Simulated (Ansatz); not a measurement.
## Ansatz (development build ahead of 0.2.0) run

```yaml
crystal:
  periodic: [false, false, false]
  atoms:
    - { symbol: H, position_ang: [-0.06018, -0.01034, -2.39569] }
    - { symbol: C, position_ang: [-0.04862, -0.00616, -0.82919] }
    - { symbol: O, position_ang: [-0.05068, -0.04835, 0.91103] }
basis:
  gaussian: { orbitals: "6-31G" }
total_charge: 1
hamiltonian:
  xc: hf
```

The input is written out in the form of the current development build from the run's settings.

Results

```json
{"Converged": "yes", "Total energy": "-112.53348 hartree", "Spin squared of the determinant": "0.000"}
```

Caution: stretched shape with no unrestricted run beside it, a lower state can exist.
